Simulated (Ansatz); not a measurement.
## BGe, quartet: the ladder up to full CI

Geometry: that of the BGe, doublet, kept fixed.

```xyz
2

Ge    0.0000    0.0000    0.0000
B     0.0000    0.0000    1.9875
```

Basis cc-pVDZ; Ansatz 0.2.0. Correlated methods freeze the noble-gas cores and the filled d shells of p-block atoms, which leaves 7 electrons in 26 orbitals. Prefix R: restricted or restricted open-shell reference. Active spaces: valence = (7e, 8o) chosen from the atoms' valence shells. No spin–orbit coupling is included, and no scalar relativity.

Full CI is exact within this basis and frozen core; it isn't the basis-set limit.

For open shells CISD is restricted-active-space CI with the open shells as a complete middle space.

* UHF ⟨S²⟩: 3.755
* T1 diagnostic (RCCSD): 0.0432
* largest doubles amplitude (RCCSD): 0.093

**Question.** From what is known of these methods and the diagnostics, rank them by the size of their error in total energy against full CI in cc-pVDZ, smallest first (an estimate: the text doesn't fix the numbers).
A. RHF
B. RCCSDT
C. CISD
D. MRCISD (valence space)
E. BCCD(T)

**Answer.** B (0.39 kcal/mol), E (1.50 kcal/mol), D (2.63 kcal/mol), C (8.68 kcal/mol), A (91.44 kcal/mol).

All errors are against full CI in cc-pVDZ. Within each family the higher level lies nearer, as is usual though not guaranteed.

The full-CI state has the irrep A2 of C2v, in the program's axes (one component, if the state is degenerate).

Natural occupations of full CI about the gap: 1.946 1.882 0.999 0.966 0.966 0.063 0.063 0.033 0.009 0.009; effectively unpaired electrons, Σ n²(2−n)², 3.09.
